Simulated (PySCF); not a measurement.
**HCl+: bond curves at several levels of theory**

An exercise on one series of results from a longer session: the logs are not shown, and one member is left open.

The runs use PySCF 2.14.0; H cc-pVDZ, Cl cc-pV(D+d)Z, no relativity.

The first run:

A driver script around PySCF takes these settings:

```yaml
atoms: H, Cl
charge: 1
basis: H cc-pVDZ, Cl cc-pV(D+d)Z
Hamiltonian: no relativity
basis_functions: 28
electrons_treated: 17
masses_in_u: 1.0078, 34.9689
levels: PBE0, PBE, r²SCAN, revPBE, BP86, M06, HF, MP2, SCS-MP2, CCSD, CCSD(T)
grid: 80 radial by 434 angular points
occupations: held fixed by the projection of orbital angular momentum
dissociation_limit: H + Cl+, each in its ground configuration
starting_distance_in_angstrom: 1.390
values_of_2S_to_try: 1, 3
```

Started as:

```console
> OMP_NUM_THREADS=1 python dia.py task.json out
```

Among the steps run: Set-up; First curve: PBE0; Excited determinants; PBE; r²SCAN (meta-GGA); revPBE (GGA); BP86 (GGA); M06; UHF; Correlated methods on the Hartree–Fock reference.

One table of the session follows, with a row left open; its other results are not shown here.

It belongs to the step «The curves together». Energy (eV) from each level's lowest point:

| R (Å) | UHF | UHF-MP2 | UHF-SCS-MP2 | UHF-CCSD | UHF-CCSD(T) |
| --- | --- | --- | --- | --- | --- |
| 1.142 | 0.554 | 0.610 | 0.615 | n/a | n/a |
| 1.195 | 0.226 | 0.266 | 0.270 | 0.276 | 0.280 |
| 1.248 | 0.053 | 0.076 | 0.078 | 0.082 | 0.085 |
| 1.288 | 0.000 | 0.012 | 0.013 | 0.015 | 0.016 |
| 1.328 | 0.000 | 0.000 | 0.000 | 0.000 | 0.000 |
| 1.368 | ? | ? | ? | ? | ? |
| 1.421 | 0.149 | 0.123 | 0.120 | 0.114 | 0.111 |
| 1.487 | 0.342 | 0.297 | 0.293 | 0.283 | 0.276 |
| 1.567 | 0.629 | 0.564 | 0.559 | 0.540 | 0.530 |
| 1.673 | 1.060 | 0.974 | 0.968 | n/a | n/a |

**Question.** Estimate the row for R (Å) = 1.368.

Worked estimate for «UHF». A straight line through the neighbours (1.328, 0.000) and (1.421, 0.149) gives 0.000 + (0.149 − 0.000) × (1.368 − 1.328) / (1.421 − 1.328) = 0.064; a parabola fitted to 4 rows on both sides gives 0.045.

As computed: UHF: 0.042; UHF-MP2: 0.031; UHF-SCS-MP2: 0.029; UHF-CCSD: 0.027; UHF-CCSD(T): 0.026. In «UHF» the line misses by +0.022 and the parabola by +0.003.
